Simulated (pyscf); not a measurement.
PySCF, gas phase, ωB97X-D3(BJ)/def2-SVP geometries. Correlated levels are frozen-core, on RHF or UHF. ΔMP2 is the change of the MP2 total energy from the triple- to the quadruple-zeta basis.

Q: Estimate the classical barrier height and the reaction energy of germylene (GeH₂) [singlet] + hydrogen fluoride (HF) + hydrogen fluoride (HF) -> F–GeH₃ + hydrogen fluoride (HF) at CCSD/def2-TZVPP. The step runs on the singlet surface, breaks F–H, F–H and forms F–Ge, Ge–H, F–H; take the separated reactants as zero.

A: ΔE‡ = -0.29 eV, ΔE = -2.30 eV. CCSD(T)/def2-TZVPP + ΔMP2(QZVPP) gives -0.42 eV and -2.29 eV. Zero-point energy shifts the barrier by +0.12 eV. It is a multi-bond step, with an imaginary mode of 1252i cm⁻¹. On the reactant side the descent ends in an adduct with a F–Ge contact, 0.89 eV under the separated species and 0.19 eV under the saddle at ωB97X-D3(BJ)/def2-TZVP. On the product side the descent ends in a complex (not fully relaxed), 0.30 eV under the separated species and 2.07 eV under the saddle at ωB97X-D3(BJ)/def2-TZVP. At CCSD the saddle lies under the separated reactants, which points to a path from their complex (located at ωB97X-D3(BJ) alone). What is counted as formed (F–Ge) is already present as a longer contact in the reactant adduct; forming that adduct is a step of its own. At ωB97X-D3(BJ) the barrier from the zero used here is -0.70 eV. This is the saddle that the search found; another between the same sides may lie lower. The CCSD(T) − MP2 part came from Ansatz, without density fitting, on the same reference. The frozen core leaves the outer d or s,p core shells of the metals and heavy elements correlated in the MP2 and CC values, and def2-TZVPP describes them poorly, which can shift differences by a few kcal/mol. Elements up to Kr have no core potential and no relativistic terms here.
